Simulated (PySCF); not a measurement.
Predicted microwave data (PBE0-D3(BJ)/def2-SVP geometry optimisation, gas phase in PySCF 2.14.0) for one isomer of C5H11N:

| Property | Result |
| --- | --- |
| Rotational constants | A = 4456, B = 2886, C = 2836 MHz |
| Dipole components | \|μa\| = 0.08 D, \|μb\| = 1.38 D, \|μc\| = 0.00 D |
| Inertial defect | -110.29 u·Å² |
| κ | -0.94 |

**Question.** Which structure is it? (One computed conformer of each.)
A. `[CH2:1]=[CH:2][CH2:3][NH:4][CH2:5][CH3:6]` with C1–C2–C3–N4 -118°, C2–C3–N4–C5 -71°, C3–N4–C5–C6 -176°
B. `C=NC(C)(C)C` (tert-butylazomethine)
C. `[CH2:1]=[CH:2][C@@H:3]([CH3:4])[NH:5][CH3:6]` with C1–C2–C3–C4 112°, C2–C3–N5–C6 70°

**Answer.** B. It is C=NC(C)(C)C, a near-prolate asymmetric top, point group Cs. The candidates at the same level (rigid rotor, commonest isotopes):

| SMILES | A (MHz) | B (MHz) | C (MHz) | μa (D) | μb (D) | μc (D) | Δ (u·Å²) | point group | rotor |
| --- | --- | --- | --- | --- | --- | --- | --- | --- | --- |
| C=C[C@@H](C)NC | 4084 | 3003 | 1910 | 0.42 | 0.34 | 0.76 | -27.44 | C1 | asymmetric top |
| C=CCNCC | 10733 | 1486 | 1431 | 0.07 | 0.72 | 0.04 | -34.06 | C1 | near-prolate asymmetric top |
| C=NC(C)(C)C | 4456 | 2886 | 2836 | 0.08 | 1.38 | 0.00 | -110.29 | Cs | near-prolate asymmetric top |

`C=CCNCC` has A 141 % too high; `C=C[C@@H](C)NC` has C 33 % too low. In the right answer the mirror of this Cs structure is the ab plane, so μc vanishes by symmetry (the 0.01 D computed is a residue). No structure here is proved a minimum.
